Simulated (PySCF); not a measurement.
## Structure from 2D NMR

Compound of formula C$_{4}$H$_{8}$O$_{2}$. Correlations simulated from computed shifts and the bond graph:

HSQC (one-bond C–H):
| δH | δC |
| --- | --- |
| 2.32 | 37.5 |
| 1.63 | 22.0 |
| 0.95 | 16.2 |

COSY cross peaks (H two or three bonds apart, from the bond graph; peaks can be absent where the dihedral angle is near 90°):
| δH | δH |
| --- | --- |
| 2.32 | 1.63 |
| 1.63 | 0.95 |

HMBC (two and three bonds, from the bond graph):
| δH | δC |
| --- | --- |
| 2.32 | 180.7, 22.0, 16.2 |
| 1.63 | 180.7, 37.5, 16.2 |
| 0.95 | 37.5, 22.0 |

Carbons without hydrogens: δ 180.7.

- structure optimised with PBE0-D3(BJ)/def2-TZVP
- NMR shieldings at B97-2/pcSseg-2/GIAO
- program: PySCF
- non-relativistic Hamiltonian, isolated molecule, one averaged value for each set of equivalent atoms, one computed conformer

Scale: TMS for $^{1}$H (σref 31.64), $^{13}$C (σref 185.38) (reference shieldings calculated alike).

Exchangeable hydrogens are left out of these lists.

Task: Work out the connectivity.

Result: `C(CCC)(=O)O`.

Atom-mapped SMILES (the numbers label the heavy atoms): `[CH3:1][CH2:2][CH2:3][C:4](=[O:5])[OH:6]`; H(Xn) means a hydrogen on atom n.

- δC 180.7 is C4, a carboxylic acid carbon.
- δC 37.5 is C3, an sp3 CH2 α to a carbonyl (δH 2.32).
- δC 22.0 is C2, an sp3 CH2 (δH 1.63).
- δC 16.2 is C1, a methyl carbon (δH 0.95).
- HMBC from δH 2.32 reaches the proton-free carbon C4.
- HMBC from δH 1.63 reaches the proton-free carbon C4.
- COSY links 2.32–1.63, 1.63–0.95.

The data come from this structure; uniqueness wasn't tested.

OH/NH shifts are gas-phase values; hydrogen bonding in solution moves them, usually downfield. Shifts are as computed. Against solution values, carbons near 30 ppm lie about +3 ppm off and those near 130 ppm about +7 ppm. Of 1211 compounds with measured shifts, 218 miss one by over three times the rms of a fit or turn the order of signals round; such compounds aren't used in these exercises. Hydrogen bonding in solution deshields acid and N–H amide carbonyl carbons by as much as 10 ppm beyond these values.
